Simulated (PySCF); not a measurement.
Coordinates in bohr (charge 0 multiplicity 1):
```
N     0.2189   -0.0384    0.1047
O    -0.0061    0.1092    2.3695
O     2.0358   -0.4548   -1.1581
O    -2.0145    0.3384   -1.3028
H    -3.2797    0.6474   -0.0048
```

Computed with B3LYP/[N def2-TZVP, O def2-TZVP, H def2-TZVP], no relativity, density fitting, PySCF.

This geometry of NO₂(OH) is a stationary point at this level.

Task: What is the point group?

Result: Cs.

Task: Is it a minimum?

Result: Yes: all harmonic wavenumbers are real.

Task: List the harmonic modes with their infrared intensities.

Result: 
```
symmetry  ω (cm⁻¹)  IR (km/mol)
     a''       486          126
      a'       589          7.5
      a'       652         16.0
     a''       785         10.0
      a'       905          190
      a'      1319         48.5
      a'      1350          315
      a'      1758          412
      a'      3704         92.8
```

Task: What are the dipole moment and the gap between the highest occupied and lowest empty levels?

Result: 2.34 D and 6.93 eV.

Other isomers or separated fragments may lie lower.
